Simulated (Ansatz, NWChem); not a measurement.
**Predicting a hybrid from its neighbours: C3O2 (carbon suboxide)**

C3O2: 5 atoms, total charge 0, spin state singlet. SMILES: `O=C=C=C=O`. The coordinates come from a PBE0-D4/def2-TZVP relaxation.

The vertical energy of the triplet above the singlet y, in eV, basis 6-311+G(d,p); a is the functional's share of exact exchange. Programs: Ansatz 0.2.0, NWChem 7.3.0.

| functional | program | a | y (eV) |
| --- | --- | --- | --- |
| PBE | Ansatz | 0 | 4.08 |
| r2SCAN | NWChem | 0 | 4.01 |
| B3LYP | Ansatz | 0.2 | ? |
| r2SCAN0 | Ansatz | 0.25 | 3.91 |
| PBE0 | Ansatz | 0.25 | 3.98 |
| BHLYP | Ansatz | 0.5 | 3.86 |

Question: Fit y = c + s·a to the known rows and predict B3LYP.

Answer: 
1. Means of the 5 rows: a = 0.2000, y = 3.968.
2. Σ(Δa)² = 0.175, Σ(Δa·Δy) = -0.0655, so the slope is -0.0655/0.175 = -0.37429.
3. Intercept: 3.968 − (-0.37429) × 0.2000 = 4.043. The largest residual of the fit is 0.039.
4. B3LYP: 4.043 + (-0.37429) × 0.2 = 3.97 eV.

The run gave 4.01 eV, so the prediction is off by -0.04 eV, about the largest residual. Exact exchange favours the state with more unpaired electrons. The rows mix families of semi-local functionals, which the line can't see.
